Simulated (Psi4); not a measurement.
# CH4NSi (SMILES [H]/N=C/[SiH2]) at UCAM-B3LYP/def2-SVPD, part 1 of 2

What is the vertical ionisation energy of CH4NSi at UCAM-B3LYP/def2-SVPD? 

The calculation is run with Psi4 1.11.

2 further runs of the same task are left out: 2 set aside as unsound or not needed.

## Step 1: The molecule

CH4NSi has 7 atoms, charge 0, and is taken as a doublet. As SMILES, `[H]/N=C/[SiH2]`. Geometry: relaxed at GFN2-xTB.

Bond lengths: N1–C2 1.286 Å, C2–Si3 1.829 Å, N1–H4 1.018 Å, C2–H5 1.102 Å, Si3–H6 1.445 Å, Si3–H7 1.453 Å. Angles: N1–C2–Si3 119.7°, N1–C2–H5 123.0°, Si3–C2–H5 117.4°, C2–N1–H4 114.6°, C2–Si3–H6 123.1°, C2–Si3–H7 118.6°, H6–Si3–H7 118.3°.

## Step 2: Energy and forces at UCAM-B3LYP/def2-SVPD

Input file job.inp:

```
memory 1600 mb

molecule molecule1 {
  0 2
  N
  C 1 r2
  Si 2 r3 1 a3
  H 1 r4 2 a4 3 d4
  H 2 r5 1 a5 4 d5
  H 3 r6 2 a6 5 d6
  H 3 r7 6 a7 2 d7

  r2 = 1.285946
  r3 = 1.828695
  a3 = 119.65598
  r4 = 1.018398
  a4 = 114.55275
  d4 = 179.9096
  r5 = 1.101603
  a5 = 122.97297
  d5 = -0.10621
  r6 = 1.445211
  a6 = 123.05912
  d6 = -179.84356
  r7 = 1.452682
  a7 = 118.33554
  d7 = -179.83833
  symmetry c1
  no_reorient
  no_com
}

set globals {
  reference uks
  puream true
  e_convergence 1e-09
  d_convergence 1e-08
  scf_type pk
  dft_radial_points 99
  dft_spherical_points 590
  maxiter 200
}

e_tot, wfn = gradient("cam-b3lyp/def2-SVPD", return_wfn=True)
print_variables()
```

Launch:

```console
$ psi4 -i job.inp -o job.out -n 1
```

job.out:

```text
Psi4 1.11 release

gradient() will perform analytic gradient computation.

   => Loading Basis Set <=

    Name: DEF2-SVPD
    Role: ORBITAL
    Keyword: BASIS

         ---------------------------------------------------------
                                   SCF
                              UKS Reference
                        1 Threads,   1525 MiB Core
         ---------------------------------------------------------

  ==> Geometry <==

    Molecular point group: c1
    Full point group: C1

    Geometry (in Angstrom), charge = 0, multiplicity = 2:

       Center              X                  Y                   Z               Mass
    ------------   -----------------  -----------------  -----------------  -----------------
         N           -0.000038967229     0.811317631265    -1.437788839364    14.003074004430
         C           -0.000038967229     0.811317631265    -0.151842839364    12.000000000000
         SI          -0.000038967229    -0.777840114329     0.752979277212    27.976926534650
         H           -0.001500483401     1.737630007760    -1.860964608431     1.007825032230
         H            0.000216043662     1.735482553095     0.447697235891     1.007825032230
         H            0.002952460262    -2.062252330793     0.090475583576     1.007825032230
         H            0.000419098758    -0.751198774795     2.205416891131     1.007825032230

  Running in c1 symmetry.

  Rotational constants: A =      1.59716  B =      0.19132  C =      0.17086 [cm^-1]
  Rotational constants: A =  47881.62061  B =   5735.71567  C =   5122.13831 [MHz]
  Nuclear repulsion =   91.149023958918832

  Charge       = 0
  Multiplicity = 2
  Electrons    = 31
  Nalpha       = 16
  Nbeta        = 15

  ==> Algorithm <==

  SCF Algorithm Type is PK.
  DIIS enabled.
  MOM disabled.
  Fractional occupation disabled.
  Guess Type is SAD.
  Energy threshold   = 1.00e-09
  Density threshold  = 1.00e-08
  Integral threshold = 1.00e-12

  ==> Primary Basis <==

  Basis Set: DEF2-SVPD
    Blend: DEF2-SVPD
    Number of shells: 42
    Number of basis functions: 96
    Number of Cartesian functions: 102
    Spherical Harmonics?: true
    Max angular momentum: 2

  ==> DFT Potential <==

   => LibXC <=

    Version 7.1.2

   => Composite Functional: CAM-B3LYP <=

    CAM-B3LYP Hyb-GGA Exchange-Correlation Functional

    Deriv               =              1
    GGA                 =           TRUE
    Meta                =          FALSE

    Exchange Hybrid     =           TRUE
    MP2 Hybrid          =          FALSE

   => Exchange Functionals <=

    0.3500         Becke 88 [omega = 0.3300]
    0.4600   Short-range recipe for B88 functional - erf [omega = 0.3300]

   => Exact (HF) Exchange <=

    0.4600            HF,LR [omega = 0.3300]
    0.1900               HF

   => Correlation Functionals <=

    0.1900   Vosko, Wilk & Nusair (VWN5)
    0.8100   Lee, Yang & Parr

   => LibXC Density Thresholds  <==

    XC_HYB_GGA_XC_CAM_B3LYP:  1.00E-14

   => Molecular Quadrature <=

    Radial Scheme          =       TREUTLER
    Pruning Scheme         =           NONE
    Nuclear Scheme         =       TREUTLER

    Blocking Scheme        =         OCTREE
    BS radius alpha        =              1
    Pruning alpha          =              1
    Radial Points          =             99
    Spherical Points       =            590
    Total Points           =         392796
    Total Blocks           =           2838
    Max Points             =            256
    Max Functions          =             95
    Weights Tolerance      =       1.00E-15

  ==> Integral Setup <==

  Using in-core PK algorithm.
   Calculation information:
      Number of atoms:                   7
      Number of AO shells:              42
      Number of primitives:             72
      Number of atomic orbitals:       102
      Number of basis functions:        96

      Integral cutoff                 1.00e-12
      Number of threads:                 1

  Performing in-core PK
  Using 32524488 doubles for integral storage.
  We computed 398894 shell quartets total.
  Whereas there are 408156 unique shell quartets.

  Computing range-separated integrals for PK
  We computed 398894 wK shell quartets total.
  Whereas there are 408156 wK unique shell quartets.

  ==> DiskJK: Disk-Based J/K Matrices <==

    J tasked:                  Yes
    K tasked:                  Yes
    wK tasked:                 Yes
    Omega:               3.300E-01
    Memory [MiB]:              648
    Schwarz Cutoff:          1E-12

  Cached 50.0% of DFT collocation blocks in 0.481 [GiB].

  Minimum eigenvalue in the overlap matrix is 3.9131647039E-04.
  Reciprocal condition number of the overlap matrix is 5.0443294725E-05.
    Using symmetric orthogonalization.

  ==> Pre-Iterations <==

  SCF Guess: Superposition of Atomic Densities via on-the-fly atomic UHF (no occupation information).

   -------------------------
    Irrep   Nso     Nmo
   -------------------------
     A         96      96
   -------------------------
    Total      96      96
   -------------------------

  ==> Iterations <==

                        Total Energy        Delta E     RMS |[F,P]|

   @UKS iter SAD:  -383.84370201328534   -3.83844e+02   0.00000e+00
   @UKS iter   1:  -384.21468941493356   -3.70987e-01   6.84303e-03 DIIS/ADIIS
   @UKS iter   2:  -383.85367355875343    3.61016e-01   1.07655e-02 DIIS/ADIIS
   @UKS iter   3:  -384.45578900283380   -6.02115e-01   9.52406e-04 DIIS/ADIIS
   @UKS iter   4:  -384.46075371794973   -4.96472e-03   8.65687e-04 DIIS/ADIIS
   @UKS iter   5:  -384.46482264011973   -4.06892e-03   2.29462e-04 DIIS/ADIIS
   @UKS iter   6:  -384.46571270514477   -8.90065e-04   9.80965e-05 DIIS
   @UKS iter   7:  -384.46598453380841   -2.71829e-04   2.05267e-05 DIIS
   @UKS iter   8:  -384.46599240935257   -7.87554e-06   5.19797e-06 DIIS
   @UKS iter   9:  -384.46599293403551   -5.24683e-07   1.92577e-06 DIIS
   @UKS iter  10:  -384.46599298915135   -5.51158e-08   5.28849e-07 DIIS
   @UKS iter  11:  -384.46599299411758   -4.96624e-09   1.93343e-07 DIIS
   @UKS iter  12:  -384.46599299539184   -1.27426e-09   1.02229e-07 DIIS
   @UKS iter  13:  -384.46599299587041   -4.78565e-10   4.66046e-08 DIIS
   @UKS iter  14:  -384.46599299599529   -1.24885e-10   1.47783e-08 DIIS
   @UKS iter  15:  -384.46599299600570   -1.04023e-11   4.38544e-09 DIIS
  Energy and wave function converged.

  ==> Post-Iterations <==

   Electrons on quadrature grid:
      Nalpha   =   15.9999997637 ; deviation = -2.363e-07
      Nbeta    =   14.9999999067 ; deviation = -9.330e-08
      Ntotal   =   30.9999996704 ; deviation = -3.296e-07

   @Spin Contamination Metric:   2.063181894E-02
   @S^2 Expected:                7.500000000E-01
   @S^2 Observed:                7.706318189E-01
   @S   Expected:                5.000000000E-01
   @S   Observed:                5.000000000E-01

    Orbital Energies [Eh]
    ---------------------

    Alpha Occupied:

       1A    -66.196477     2A    -14.402067     3A    -10.307675
       4A     -5.368558     5A     -3.735211     6A     -3.728923
       7A     -3.728362     8A     -0.977129     9A     -0.706759
      10A     -0.593833    11A     -0.578639    12A     -0.452210
      13A     -0.435247    14A     -0.421085    15A     -0.327721
      16A     -0.245372

    Alpha Virtual:

      17A      0.020918    18A      0.044018    19A      0.056761
      20A      0.068301    21A      0.082024    22A      0.113093
      23A      0.129654    24A      0.131299    25A      0.174507
      26A      0.184069    27A      0.187635    28A      0.207779
      29A      0.223441    30A      0.247760    31A      0.275779
      32A      0.279414    33A      0.281089    34A      0.304855
      35A      0.311022    36A      0.332736    37A      0.347993
      38A      0.362689    39A      0.377984    40A      0.419242
      41A      0.423079    42A      0.426486    43A      0.431658
      44A      0.438229    45A      0.447068    46A      0.462324
      47A      0.479030    48A      0.495101    49A      0.556318
      50A      0.560147    51A      0.574472    52A      0.584475
      53A      0.650474    54A      0.665443    55A      0.667341
      56A      0.692920    57A      0.734402    58A      0.758799
      59A      0.771557    60A      0.815149    61A      0.841279
      62A      0.842921    63A      0.890951    64A      0.991994
      65A      1.013739    66A      1.062527    67A      1.081299
      68A      1.155171    69A      1.189968    70A      1.250577
      71A      1.253620    72A      1.359659    73A      1.582875
      74A      1.586707    75A      1.643649    76A      1.727729
      77A      1.780889    78A      1.787622    79A      1.824498
      80A      1.895183    81A      1.926906    82A      1.940586
      83A      1.974568    84A      2.042060    85A      2.137460
      86A      2.197623    87A      2.224061    88A      2.275017
      89A      2.349554    90A      2.536522    91A      2.627116
      92A      2.837624    93A      2.872485    94A      3.037347
      95A      3.350216    96A      3.568926

    Beta Occupied:

       1A    -66.193532     2A    -14.395926     3A    -10.310355
       4A     -5.365068     5A     -3.726792     6A     -3.726232
       7A     -3.725297     8A     -0.967916     9A     -0.697749
      10A     -0.582297    11A     -0.574278    12A     -0.449834
      13A     -0.433437    14A     -0.396975    15A     -0.321122

    Beta Virtual:

      16A     -0.052078    17A      0.046997    18A      0.048738
      19A      0.061328    20A      0.079951    21A      0.086167
      22A      0.114151    23A      0.132665    24A      0.140083
      25A      0.174527    26A      0.184066    27A      0.188948
      28A      0.214502    29A      0.224883    30A      0.249991
      31A      0.277859    32A      0.283740    33A      0.287693
      34A      0.307530    35A      0.311399    36A      0.340044
      37A      0.349152    38A      0.364295    39A      0.379165
      40A      0.425145    41A      0.425430    42A      0.426781
      43A      0.440088    44A      0.440316    45A      0.449364
      46A      0.461441    47A      0.480291    48A      0.519182
      49A      0.563625    50A      0.563753    51A      0.576967
      52A      0.585157    53A      0.659901    54A      0.668357
      55A      0.671985    56A      0.711413    57A      0.736513
      58A      0.761753    59A      0.778427    60A      0.825369
      61A      0.848415    62A      0.851476    63A      0.896953
      64A      0.991636    65A      1.012563    66A      1.063614
      67A      1.081886    68A      1.155315    69A      1.193320
      70A      1.251210    71A      1.272782    72A      1.363272
      73A      1.580376    74A      1.591490    75A      1.646577
      76A      1.729160    77A      1.783223    78A      1.785874
      79A      1.826781    80A      1.896163    81A      1.925143
      82A      1.943457    83A      1.972835    84A      2.044723
      85A      2.134260    86A      2.193795    87A      2.222397
      88A      2.281818    89A      2.351941    90A      2.537563
      91A      2.644527    92A      2.851702    93A      2.875321
      94A      3.044043    95A      3.355560    96A      3.572177

    Final Occupation by Irrep:
              A
    DOCC [    15 ]
    SOCC [     1 ]
    NA   [    16 ]
    NB   [    15 ]

  @UKS Final Energy:  -384.46599299600570

   => Energetics <=

    Nuclear Repulsion Energy =             91.1490239589188320
    One-Electron Energy =                -709.4107570856459688
    Two-Electron Energy =                 259.5985889886844689
    DFT Exchange-Correlation Energy =     -25.8028488579630704
    Empirical Dispersion Energy =           0.0000000000000000
    VV10 Nonlocal Energy =                  0.0000000000000000
    Total Energy =                       -384.4659929960056957

  UHF NO Occupations:
  HONO-2 :   14  A 1.9983337
  HONO-1 :   15  A 1.9917766
  HONO-0 :   16  A 1.0000000
  LUNO+0 :   17  A 0.0082234
  LUNO+1 :   18  A 0.0016663
  LUNO+2 :   19  A 0.0001646
  LUNO+3 :   20  A 0.0001413

Computation Completed

Properties will be evaluated at   0.000000,   0.000000,   0.000000 [a0]

Properties computed using the SCF density matrix

 Multipole Moments:

 ------------------------------------------------------------------------------------
     Multipole            Electronic (a.u.)      Nuclear  (a.u.)        Total (a.u.)
 ------------------------------------------------------------------------------------

 L = 1.  Multiply by 2.5417464519 to convert [e a0] to [Debye]
 Dipole X            :         -0.0019772            0.0019559           -0.0000213
 Dipole Y            :         -0.2407782            0.5990981            0.3583199
 Dipole Z            :         -0.2832702            0.8480261            0.5647559
 Magnitude           :                                                    0.6688366

 ------------------------------------------------------------------------------------

	total time  =         32 seconds =       0.53 minutes

         ------------------------------------------------------------
                                   SCF GRAD
         ------------------------------------------------------------

  ==> Geometry <==

    Molecular point group: c1
    Full point group: C1

    Geometry (in Angstrom), charge = 0, multiplicity = 2:

       Center              X                  Y                   Z               Mass
    ------------   -----------------  -----------------  -----------------  -----------------
         N           -0.000038967229     0.811317631265    -1.437788839364    14.003074004430
         C           -0.000038967229     0.811317631265    -0.151842839364    12.000000000000
         SI          -0.000038967229    -0.777840114329     0.752979277212    27.976926534650
         H           -0.001500483401     1.737630007760    -1.860964608431     1.007825032230
         H            0.000216043662     1.735482553095     0.447697235891     1.007825032230
         H            0.002952460262    -2.062252330793     0.090475583576     1.007825032230
         H            0.000419098758    -0.751198774795     2.205416891131     1.007825032230

  Nuclear repulsion =   91.149023958918832

  ==> Basis Set <==

  Basis Set: DEF2-SVPD
    Blend: DEF2-SVPD
    Number of shells: 42
    Number of basis functions: 96
    Number of Cartesian functions: 102
    Spherical Harmonics?: true
    Max angular momentum: 2

  ==> DirectJKGrad: Integral-Direct SCF Gradients <==

    Gradient:                    1
    J tasked:                  Yes
    K tasked:                  Yes
    wK tasked:                 Yes
    Omega:               3.300E-01
    Integrals threads:           1
    Schwarz Cutoff:          1E-12

  ==> DFT Potential <==

   => LibXC <=

    Version 7.1.2

   => Composite Functional: CAM-B3LYP <=

    CAM-B3LYP Hyb-GGA Exchange-Correlation Functional

    Deriv               =              1
    GGA                 =           TRUE
    Meta                =          FALSE

    Exchange Hybrid     =           TRUE
    MP2 Hybrid          =          FALSE

   => Exchange Functionals <=

    0.3500         Becke 88 [omega = 0.3300]
    0.4600   Short-range recipe for B88 functional - erf [omega = 0.3300]

   => Exact (HF) Exchange <=

    0.4600            HF,LR [omega = 0.3300]
    0.1900               HF

   => Correlation Functionals <=

    0.1900   Vosko, Wilk & Nusair (VWN5)
    0.8100   Lee, Yang & Parr

   => LibXC Density Thresholds  <==

    XC_HYB_GGA_XC_CAM_B3LYP:  1.00E-14

   => Molecular Quadrature <=

    Radial Scheme          =       TREUTLER
    Pruning Scheme         =           NONE
    Nuclear Scheme         =       TREUTLER

    Blocking Scheme        =         OCTREE
    BS radius alpha        =              1
    Pruning alpha          =              1
    Radial Points          =             99
    Spherical Points       =            590
    Total Points           =         392796
    Total Blocks           =           2838
    Max Points             =            256
    Max Functions          =             95
    Weights Tolerance      =       1.00E-15

  -Total Gradient:
     Atom            X                  Y                   Z
    ------   -----------------  -----------------  -----------------
       1        0.000088729768     0.003769727180    -0.000163659424
       2       -0.000099640522     0.002372904093     0.005937264823
       3        0.000075557130    -0.007850327379    -0.000783990218
       4       -0.000063173508    -0.003600902299    -0.002297971138
       5        0.000064503539    -0.002904314105    -0.000301343609
       6       -0.000035171867     0.008666244608     0.006929212930
       7       -0.000030819441    -0.000456676852    -0.009316692495

	total time  =          9 seconds =       0.15 minutes

  Variable Map:
  ----------------------------------------------------------------------------
  "CURRENT ENERGY"              =>    -384.465992996006
  "CURRENT REFERENCE ENERGY"    =>    -384.465992996006
  "DD SOLVATION ENERGY"         =>       0.000000000000
  "DFT FUNCTIONAL TOTAL ENERGY" =>    -384.465992996006
  "DFT TOTAL ENERGY"            =>    -384.465992996006
  "DFT VV10 ENERGY"             =>       0.000000000000
  "DFT XC ENERGY"               =>     -25.802848857963
  "GRID ELECTRONS ALPHA"        =>      15.999999763691
  "GRID ELECTRONS BETA"         =>      14.999999906701
  "GRID ELECTRONS TOTAL"        =>      30.999999670391
  "NUCLEAR REPULSION ENERGY"    =>      91.149023958919
  "ONE-ELECTRON ENERGY"         =>    -709.410757085646
  "PCM POLARIZATION ENERGY"     =>       0.000000000000
  "PE ENERGY"                   =>       0.000000000000
  "SCF ITERATION ENERGY"        =>    -384.465992996006
  "SCF ITERATIONS"              =>      15.000000000000
  "SCF TOTAL ENERGY"            =>    -384.465992996006
  "TWO-ELECTRON ENERGY"         =>     259.598588988684
  "XC GRID RADIAL POINTS"       =>      99.000000000000
  "XC GRID SPHERICAL POINTS"    =>     590.000000000000
  "XC GRID TOTAL POINTS"        =>  392796.000000000000

  Array Variable Map:
  ----------------------------------------------------------------------------
  "CURRENT DIPOLE"              =>      -0.000021334068 ... 0.564755915840 1 by 3
  "CURRENT GRADIENT"            =>       0.000088729768 ... -0.009316692495 7 by 3
  "DFT TOTAL GRADIENT"          =>       0.000088729768 ... -0.009316692495 7 by 3
  "SCF DIPOLE"                  =>      -0.000021334068 ... 0.564755915840 1 by 3
  "SCF TOTAL ENERGIES"          =>    -383.843702013285 ... -384.465992996006 1 by 16
  "SCF TOTAL GRADIENT"          =>       0.000088729768 ... -0.009316692495 7 by 3

    Psi4 run time: 0:00:41.60
```

It took 43 s on 1 thread of Intel Xeon 6975P-C (Granite Rapids), shared host; peak memory 0.96 GiB.

(Continued in part 2 of 2.)
